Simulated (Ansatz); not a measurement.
Process, species as SMILES: ClCCl → Cl[CH]Cl + H atom
B3LYP-D3(BJ)/def2-TZVP geometries, fixed; electronic energies without zero-point terms.

Energies in hartree at MP2 with Ansatz (a first-principles code); the bond dissociation energy is their sum with the coefficients shown, times 627.509 kcal/mol a hartree. All functions are spherical. Cores are frozen. Open shells are unrestricted. No added dispersion term, no relativity.

```tsv
species	coefficient	part	cc-pV(D+d)Z	cc-pV(T+d)Z	cc-pV(Q+d)Z
ClCCl	-1	Hartree-Fock	-958.03523	-958.07944	-958.08943
ClCCl	-1	correlation	-0.42085	-0.55367	-0.60370
Cl[CH]Cl	+1	Hartree-Fock	-957.40924	-957.45208	-957.46212
Cl[CH]Cl	+1	correlation	-0.39196	-0.51856	-0.56669
H atom	+1	Hartree-Fock	-0.49928	-0.49981	-0.49995
```

### Question
Predict the bond dissociation energy in cc-pV(5+d)Z (X = 5): let each Hartree-Fock step shrink by the ratio of the last two, and fit each correlation energy at X = 3 and 4 to E + A/X^3. Compare with the run.

### Answer

- ClCCl: steps -0.04421 and -0.00999, ratio 0.226, so Hartree-Fock -958.09169 (run: -958.09138); A = (-0.55367 - (-0.60370))/(1/27 - 1/64) = 2.3365, correlation -0.60370 - A/64 + A/125 = -0.62152 (run: -0.62441).
- Cl[CH]Cl: steps -0.04284 and -0.01004, ratio 0.234, so Hartree-Fock -957.46447 (run: -957.46406); A = (-0.51856 - (-0.56669))/(1/27 - 1/64) = 2.2478, correlation -0.56669 - A/64 + A/125 = -0.58383 (run: -0.58686).
- H atom: steps -0.00053 and -0.00014, ratio 0.264, so Hartree-Fock -0.49999 (run: -0.49999).
Predicted 103.49 kcal/mol; the run in cc-pV(5+d)Z gives 103.46, a miss of 0.03. Keeping the value in cc-pV(Q+d)Z, 103.14, would miss by -0.32. All sums are of the energies as printed.
